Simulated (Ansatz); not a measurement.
The inner images of a band of C$_{2}$H$_{4}$N$_{2}$O (9 atoms, charge 0, multiplicity 1) are given out of order.

All numbers below come from RKS PBE0-D4/6-31G* in Ansatz 0.2.0.

First end point:

```xyz
9
Properties=species:S:1:pos:R:3
N -1.493 0.258 0.362
C -0.340 -0.545 0.221
N 1.057 -0.125 0.831
C 0.852 -0.101 -0.410
O 1.453 0.222 -1.547
H -1.269 1.247 0.315
H -1.958 0.077 1.247
H -0.562 -1.610 0.290
H 2.349 0.530 -1.326
```

Last end point:

```xyz
9
Properties=species:S:1:pos:R:3
N -1.394 0.304 0.299
C -0.227 -0.502 0.285
N 1.073 -0.089 1.056
C 1.034 -0.044 -0.199
O 1.828 0.326 -1.199
H -1.153 1.289 0.365
H -1.976 0.075 1.099
H -0.460 -1.567 0.306
H 1.362 0.162 -2.031
```

Q: Put them in order from the first end to the last, with their energies above the first end.
A.
```xyz
9
Properties=species:S:1:pos:R:3
N -1.525 0.153 0.349
C -0.286 -0.502 0.232
N 1.058 0.024 0.924
C 0.878 0.102 -0.316
O 1.451 0.541 -1.442
H -1.432 1.162 0.312
H -2.014 -0.106 1.199
H -0.380 -1.588 0.255
H 2.338 0.166 -1.529
```
B.
```xyz
9
Properties=species:S:1:pos:R:3
N -1.532 0.096 0.279
C -0.263 -0.515 0.218
N 0.985 0.079 1.004
C 0.916 0.150 -0.245
O 1.579 0.723 -1.266
H -1.467 1.108 0.268
H -2.043 -0.187 1.109
H -0.320 -1.603 0.233
H 2.234 0.103 -1.616
```
C.
```xyz
9
Properties=species:S:1:pos:R:3
N -1.516 0.217 0.380
C -0.313 -0.501 0.235
N 1.080 -0.030 0.857
C 0.855 0.015 -0.380
O 1.423 0.316 -1.542
H -1.376 1.220 0.338
H -1.989 -0.015 1.247
H -0.463 -1.579 0.281
H 2.387 0.309 -1.433
```
D.
```xyz
9
Properties=species:S:1:pos:R:3
N -1.507 0.034 0.084
C -0.207 -0.507 0.256
N 0.839 0.207 1.160
C 1.008 0.175 -0.084
O 1.877 0.692 -0.951
H -1.480 1.049 0.095
H -2.102 -0.258 0.857
H -0.226 -1.596 0.322
H 1.886 0.158 -1.757
```
E.
```xyz
9
Properties=species:S:1:pos:R:3
N -1.530 0.057 0.180
C -0.237 -0.517 0.223
N 0.892 0.139 1.086
C 0.965 0.168 -0.164
O 1.745 0.767 -1.073
H -1.483 1.071 0.193
H -2.074 -0.236 0.988
H -0.271 -1.607 0.250
H 2.083 0.112 -1.700
```

A: C (+6.2 kJ/mol), A (+24.4 kJ/mol), B (+34.6 kJ/mol), E (+25.2 kJ/mol), D (+11.3 kJ/mol).

Run time: 93 s on 1 thread of Arm Neoverse V2, with other jobs on the host, peak memory 0.16 GiB.
